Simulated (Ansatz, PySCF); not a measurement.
Reaction (SMILES): [NH] (NH) (triplet) -> [NH+] + e-
Structures are relaxed separately at B3LYP-D3(BJ)/def2-TZVP in Ansatz (a program for electronic structure). Markedly spin-contaminated UHF reference, which strains HF, MP2 and, less, CCSD(T): [NH+]. High T1 diagnostic, so coupled cluster is less sure: [NH+].

Property: adiabatic ionisation energy (0 K, with B3LYP-D3(BJ) harmonic zero-point energies from PySCF), in eV. Correlated levels leave the core frozen unless marked. UHF or UKS for open shells. Spin-orbit coupling is left out. No relativistic terms. CBS marks a two-point X^-3 extrapolation of the correlation energy; Hartree-Fock from the larger set (for Q and 5 zeta extrapolated as (X+1)exp(-9√X)).

| level | program | adiabatic ionisation energy (eV) | minus last row |
|---|---|---|---|
| BLYP-D3(BJ)/def2-TZVPD | Ansatz + dftd3 | 13.46 | -0.02 |
| r2SCAN/def2-TZVPD | Ansatz | 13.63 | 0.15 |
| CCSD/STO-3G | Ansatz | 11.18 | -2.30 |
| CCSD/aug-cc-pVTZ | Ansatz | 13.40 | -0.08 |
| CCSD(T)/6-31G* | Ansatz | 13.09 | -0.39 |
| CCSD(T)/cc-pV5Z | Ansatz | 13.45 | -0.03 |
| CCSD(T)/CBS(cc-pVQZ,cc-pV5Z) | Ansatz | 13.48 | 0.00 |
